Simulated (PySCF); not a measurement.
Breaking a bond: CH2Cl2, SMILES ClCCl. The C1–Cl5 bond (C1 also carries Cl, H, H; Cl5 carries nothing else) is stretched with both fragments frozen at the PBE0/def2-TZVP optimised geometry.

Calculation: CCSD(T) on UHF/cc-pVDZ, 11 core orbitals frozen in PySCF.

### Question
Relative to R = 1.82 Å, what are the energies at R = 1.92, 2.16, 3.53, 6.21 Å?

### Answer
4.9 mEh at 1.92 Å, 28.9 mEh at 2.16 Å, 121.3 mEh at 3.53 Å, 124.1 mEh at 6.21 Å.

The unrestricted determinant behind UCCSD(T) is spin-contaminated at 2.37 to 6.21 Å (<S²> up to 1.0, against 0.00 for a pure singlet).
